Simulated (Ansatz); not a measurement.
# AlH3⁺, doublet: vertical spin and charge gaps

Geometry (PBE0/def2-TZVP stationary point for this spin, not checked as a minimum):

| atom | x (Å) | y (Å) | z (Å) |
| --- | --- | --- | --- |
| Al | 0.0000 | 0.0571 | 0.0000 |
| H | 0.0000 | 0.2262 | -1.5512 |
| H | 0.0000 | 0.2262 | 1.5512 |
| H | 0.0000 | -1.9820 | 0.0000 |

Basis aug-cc-pVDZ; Ansatz 0.2.0. Correlated methods freeze the noble-gas cores. R marks a restricted (for open shells ROHF) determinant, U an unrestricted one. Active spaces: valence = (5e, 7o) chosen from the atoms' valence shells.

Gaps are energies of the second state less the first, at fixed atoms, for a selection of the levels run; each method lands on the state that its own search finds for that charge and spin.

HF rows: RHF is the determinant under the cluster runs, UHF is the lowest solution found. Coupled cluster chose its determinant by a search with trial CCSD, here up to 0.23 eV above the lowest Hartree–Fock solution of its kind, and MP2 stands on that determinant too. For open shells CISD is restricted-active-space CI with the open shells as a complete middle space.

Quartet less doublet: 5.653 eV at full CI (doublet A1, quartet A2, in C2v).

```
                 level  gap (eV)  error (meV)
                  RMP2     5.751           98
                UCCSD*     5.698           45
               RCCSDT*     5.654            1
               UCCSDT*     5.654            1
            UCCSDT(Q)*     5.653            0
NEVPT2 (valence space)     5.738           85
                   PBE     5.241         -412
                  PBE0     5.431         -222
                 B3LYP     5.566          -87
               wB97M-V     5.821          168
```

An asterisk marks runs whose energy the program itself flagged as in doubt.

Adding an electron, to the triplet: -5.979 eV at UCCSDT(Q).

```json
{"level": "RHF", "gap (eV)": "-5.438", "error (meV)": "541"}
{"level": "UHF", "gap (eV)": "-5.492", "error (meV)": "487"}
{"level": "RMP2", "gap (eV)": "-5.826", "error (meV)": "153"}
{"level": "UMP2", "gap (eV)": "-5.817", "error (meV)": "162"}
{"level": "CISD", "gap (eV)": "-5.908", "error (meV)": "71"}
{"level": "RCCSD", "gap (eV)": "-5.932", "error (meV)": "47"}
{"level": "UCCSD", "gap (eV)": "-5.933", "error (meV)": "46"}
{"level": "RCCSD(T)", "gap (eV)": "-5.966", "error (meV)": "13"}
{"level": "UCCSD(T)", "gap (eV)": "-5.966", "error (meV)": "13"}
{"level": "BCCD(T)", "gap (eV)": "-5.965", "error (meV)": "14"}
{"level": "RCCSDT", "gap (eV)": "-5.978", "error (meV)": "1"}
{"level": "UCCSDT", "gap (eV)": "-5.978", "error (meV)": "1"}
{"level": "RCCSDT(Q)", "gap (eV)": "-5.979", "error (meV)": "0"}
{"level": "CASSCF (valence space)", "gap (eV)": "-5.424", "error (meV)": "555"}
{"level": "NEVPT2 (valence space)", "gap (eV)": "-5.745", "error (meV)": "234"}
{"level": "MRCISD (valence space)", "gap (eV)": "-5.926", "error (meV)": "53"}
{"level": "MRCISD+Q (valence space)", "gap (eV)": "-5.969", "error (meV)": "10"}
{"level": "PBE", "gap (eV)": "-6.226", "error (meV)": "-247"}
{"level": "r2SCAN", "gap (eV)": "-6.266", "error (meV)": "-287"}
{"level": "PBE0", "gap (eV)": "-6.178", "error (meV)": "-199"}
{"level": "B3LYP", "gap (eV)": "-6.113", "error (meV)": "-134"}
{"level": "wB97M-V", "gap (eV)": "-5.926", "error (meV)": "53"}
{"level": "B2PLYP", "gap (eV)": "-5.936", "error (meV)": "43"}
{"level": "RPA-PBE", "gap (eV)": "-6.236", "error (meV)": "-257"}
```

Adding an electron, to the singlet: -8.974 eV at UCCSDT(Q).

```
                   level  gap (eV)  error (meV)
                     RHF    -7.953         1021
                     UHF    -7.936         1038
                    RMP2    -8.722          252
                    UMP2    -8.716          258
                    CISD    -8.857          117
                   RCCSD    -8.945           29
                   UCCSD    -8.945           29
                RCCSD(T)    -8.968            6
                UCCSD(T)    -8.968            6
                 BCCD(T)    -8.967            7
                  RCCSDT    -8.973            1
                  UCCSDT    -8.973            1
               RCCSDT(Q)    -8.974            0
  CASSCF (valence space)    -8.366          608
  NEVPT2 (valence space)    -8.716          258
  MRCISD (valence space)    -8.940           34
MRCISD+Q (valence space)    -8.978           -4
                     PBE    -8.958           16
                  revPBE    -8.963           11
                  r2SCAN    -8.923           51
                    PBE0    -8.951           23
                   B3LYP    -9.088         -114
                 wB97M-V    -9.041          -67
                  B2PLYP    -8.923           51
                 RPA-PBE    -9.227         -253
```

In so small a basis the reference is far from its limit while semilocal and hybrid functionals are nearer theirs (RPA and double hybrids share part of the reference's basis error), so the functionals' errors here hold much of the reference's basis and frozen-core error, which can add to them or hide them.

The reference is named with each gap: full CI where it ran, else the highest cluster level, uncertain by about the last step of the series. The frozen core follows each run's orbitals, which can shift R against U totals by a few meV.
